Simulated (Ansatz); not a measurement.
Al₂H₄⁻. Charge -1, multiplicity 4. Geometry r2SCAN-D4/def2-TZVPD; atoms count from 1.

```
atom   x (Å)   y (Å)   z (Å)
 Al1  -1.280   0.377   0.612
 Al2   1.285  -0.377  -0.612
  H3   1.950  -1.003   0.728
  H4  -0.670   1.394   1.718
  H5  -1.956   0.997  -0.725
  H6   0.671  -1.388  -1.721
```

The highest occupied level of the charge -1 quartet lies above zero (up to 0.05 eV). It is a level of α spin, whose loss leaves a triplet; that state wasn't run at this geometry and level. The electron is either unbound and held by the finite basis, or the level is raised by self-interaction error. At PBE0-D4/def2-TZVPD a doublet of charge -1 lies 2.05 eV below the quartet, each at its own geometry. The structure comes from a short search, and lower isomers may exist.

(1) Estimate the Mulliken populations from the PBE0/def2-TZVPD orbitals of Ansatz.

(2) Where does the spin sit?

(3) And the Mayer bond orders between bonded heavy atoms (over 0.3)?

Results:

(1) 
| atom | charge (e) | spin (α − β) |
| --- | --- | --- |
| Al1 | -0.25 | 1.30 |
| Al2 | -0.25 | 1.30 |
| H3 | -0.12 | 0.10 |
| H4 | -0.12 | 0.10 |
| H5 | -0.12 | 0.10 |
| H6 | -0.12 | 0.10 |
Mulliken values and Mayer orders depend strongly on the basis. With diffuse functions, as here, like atoms can get unlike values, and bond orders can come out too low or too high.

(2) Summed by element: Al 2.60, H 0.40, of 3 unpaired in all. Largest on single atoms: Al2 1.30, Al1 1.30, H3 0.10.

(3) Al1–Al2 0.65 (2.94 Å).
